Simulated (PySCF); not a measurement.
H2N, charge -1, multiplicity 1. Atoms are numbered in the order given.

```xyz
3

N      0.0000     0.0000    -0.1453
H      0.0000    -0.7960     0.5086
H      0.0000     0.7960     0.5086
```
Charge -1, spin multiplicity 1.

Geometry optimised at r2SCAN-D4/def2-TZVPD. The multiplicity is an assumed one; other spin states were not compared. The isomer is the one that the SMILES or the coordinates give; other isomers of the formula were not compared.

Computed with CAM-B3LYP/def2-TZVPD in PySCF.

The molecule is in vacuum. A positive occupied level means that this level leaves the electron formally unbound; only the finite basis holds it.

```json
{
  "total_energy": "-55.89647 hartree",
  "point_group": "C2v",
  "highest_occupied_level": "0.49 eV",
  "lowest_empty_level": "6.48 eV",
  "orbital_gap": "5.99 eV",
  "dipole_moment_about_the_centre_of_nuclear_charge": "1.45 D",
  "mean_static_polarisability": "30.2 bohr³ (4.47 Å³)",
  "polarisability_principal_values": "26.6, 28.8, 35.2 bohr³"
}
```
